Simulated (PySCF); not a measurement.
## Worked example for hydrogen sulfide: proton affinity at atom S1

Structure: `S` (H2S). Optimised structure (Å), atoms numbered from 1:
```
S     0.0108    0.6223   -0.0046
H    -0.9653   -0.3090   -0.0203
H     0.9775   -0.3188    0.0001
```

Energies: B3LYP-D3(BJ)/def2-TZVP (PySCF, density fitting, integration grid level 2) on PBE0-D3(BJ)/def2-SVP structures. Zero-point and thermal terms (298.15 K, 1 bar) come from unscaled PBE0-D3(BJ)/def2-SVP harmonic frequencies, with soft modes damped to free rotors in the entropy.

Step: [H3S]+ → H2S + H⁺.

| species | charge | multiplicity | E / Eh |
| --- | --- | --- | --- |
| [H3S]+ | 1 | 1 | -399.707110 |
| H2S | 0 | 1 | -399.426718 |

Thermal terms, products less reactant: Δ(H − E) = -21.92 kJ/mol, Δ(G − E) = -53.33 kJ/mol (the bare proton has no electronic energy, H = 5/2 RT). 1 Eh = 2625.50 kJ/mol.

Q: What are ΔE, ΔH and ΔG of this step?

A: ΔE = 0.280392 Eh = 736.17 kJ/mol; ΔH = 714.2 kJ/mol; ΔG = 682.8 kJ/mol, all in the gas phase at 298.15 K and 1 bar. The digits show the arithmetic; the method itself can be off by 10 kJ/mol or more.
